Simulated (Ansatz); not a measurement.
Species: N$_{2}$, charge 1, multiplicity 2. 
Geometry from a B3LYP-D3(BJ)/def2-TZVP (Ansatz, an electronic-structure program) optimisation:
```
N
N 1 1.1041
```
Charge +1, spin multiplicity 2.

Task: Give the harmonic wavenumbers at B3LYP-D3(BJ)/def2-TZVP (Ansatz, finite differences of forces, unscaled).

Result: 2334 cm⁻¹. Zero-point energy 3.3 kcal/mol.

Task: From these and the geometry, give the ideal-gas thermochemistry at 298.15 K and 1 atm (rigid rotor, harmonic oscillator).

Result: Point group D∞h, rotational symmetry number 2. Rotational constants 59.19, 59.19 GHz. S(trans) 35.93, S(rot) 9.86, S(vib) 0.00, S(elec, spin only) 1.38, S 47.2 cal/(mol K). H(298) - H(0) 2.07 kcal/mol; G - E(el) -8.7 kcal/mol.
